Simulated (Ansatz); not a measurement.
# B₂HF (triplet): wave-function methods side by side at a displaced geometry (v1), cc-pVDZ

How much of the correlation energy of B₂HF (triplet) does each wave-function method recover here?

Method: cc-pVDZ, correlated electrons: outside noble gas; program: Ansatz 0.2.0, Gaussian basis.

To be run: UHF; CCSD(T) on ROHF; CCSD(T) on UHF; BCCD(T) on ROHF; CISD; CCSDT(Q) on ROHF; CCSDT(Q) on UHF.

## (1) What is computed

The geometry is a PBE0/def2-TZVP stationary point (not a proven minimum) with its atoms shifted at random (size 0.040 Å).

4 atoms, charge 0, spin multiplicity 3.

Atoms are counted from 1 here; the program's logs count them from 0.

Bond lengths: B1–B2 1.636 Å, B2–F3 1.340 Å, B2–H4 1.203 Å. Angles: B1–B2–F3 129.2°, B1–B2–H4 114.2°, F3–B2–H4 116.6°.

In the tables R marks a restricted open-shell determinant and U an unrestricted one; correlation energies count from the lowest restricted Hartree-Fock solution.

## (2) UHF

The input, in.yaml:

```yaml
crystal:
  periodic: [false, false, false]
  atoms:
    - {symbol: B, position_ang: [-0.019946, -0.301029, 1.643510]}
    - {symbol: B, position_ang: [-0.020779, 0.413363, 0.171645]}
    - {symbol: F, position_ang: [0.027185, -0.149561, -1.043849]}
    - {symbol: H, position_ang: [-0.075592, 1.614148, 0.206184]}
basis:
  gaussian: {orbitals: cc-pVDZ}
magnetization: {spin_polarized: true, initial_magnetization: 2}
hamiltonian: {xc: hf}
output: {orbitals: {seedname: orbitals}}
```

On the command line:

```bash
$ ansatz run in.yaml --threads 1 --pin off --events-out ev --progress --plain --max-ram 2393MiB
```

Further steps of the session: CCSD(T) on ROHF; CCSD(T) on UHF; BCCD(T) on ROHF; CISD; CCSDT(Q) on ROHF; CCSDT(Q) on UHF.

Q: Predict the results of all the runs planned. Wanted: correlation energy, UCCSDT(Q); RMP2 from UCCSDT(Q); UMP2 from UCCSDT(Q); RCCSD from UCCSDT(Q); RCCSD(T) from UCCSDT(Q); UCCSD(T) from UCCSDT(Q); RCCSDT(Q) from UCCSDT(Q); T1 diagnostic.

The runs gave:

```
                                      quantity                      value
                 correlation energy, UCCSDT(Q)                 -9.1588 eV
                           RMP2 from UCCSDT(Q)               +95.0 kJ/mol
                           UMP2 from UCCSDT(Q)               +94.2 kJ/mol
                          RCCSD from UCCSDT(Q)               +25.2 kJ/mol
                       RCCSD(T) from UCCSDT(Q)                +4.9 kJ/mol
                       UCCSD(T) from UCCSDT(Q)                +4.9 kJ/mol
                      RCCSDT(Q) from UCCSDT(Q)                +0.3 kJ/mol
levels of the table within 1 kcal/mol (43 meV)  RCCSDT, UCCSDT, RCCSDT(Q)
                                 T1 diagnostic                      0.028
```

**Reading.** RCCSD(T) misses by +4.9 kJ/mol, 0.6 % of the correlation energy. These misses are within one basis, not against nature; the frozen cores of restricted and unrestricted runs differ, which can shift their rows.
